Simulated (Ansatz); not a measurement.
Compare A (`C#CCC`) with its isomer B (`C=C=CC`).

Gas-phase electronic energies from Ansatz, PBE0-D4/def2-TZVP geometries. CCSD(T)/CBS adds triple-zeta CCSD(T) − MP2 to the extrapolated MP2 energy (def2 sets, frozen cores). DFT in def2-TZVPP. B3LYP here is the variant with VWN-RPA as its local correlation; programs differ in this.

Task: Which isomer does CCSD(T)/CBS put lower? Give the gap. (Best estimate.)

Result: Ansatz gave: B, by 2.2 kJ/mol.

Task: Give E(B) − E(A) in kJ/mol with r2SCAN-D4, CCSD(T)/def2-SVP, B2PLYP, B3LYP-D4, PBE0-D4, PBE-D4, LDA (SPW92). (Estimate.)

Result: Computed: r2SCAN-D4 -21.0, CCSD(T)/def2-SVP -4.4, B2PLYP -7.0, B3LYP-D4 -18.9, PBE0-D4 -18.4, PBE-D4 -24.9, LDA (SPW92) -26.8. None reverses the order clearly.

Task: Does the order hold for the free energy at 298.15 K (harmonic terms from PBE0-D4)? (Estimate.)

Result: Ansatz gave: Yes: G(B) − G(A) = -4.4 kJ/mol.

Largest T1 diagnostic: 0.011.

Leaving LDA and LC-ωPBE aside and taking each functional with its dispersion term where it has one, the values, not all of them listed here, spread over 21.2 kJ/mol, from PBE-D4 to PBE-QIDH. From PBE to PBE0 (25 % exact exchange), in def2-TZVPP and without D4, E(B) − E(A) moves by +6.5 kJ/mol.
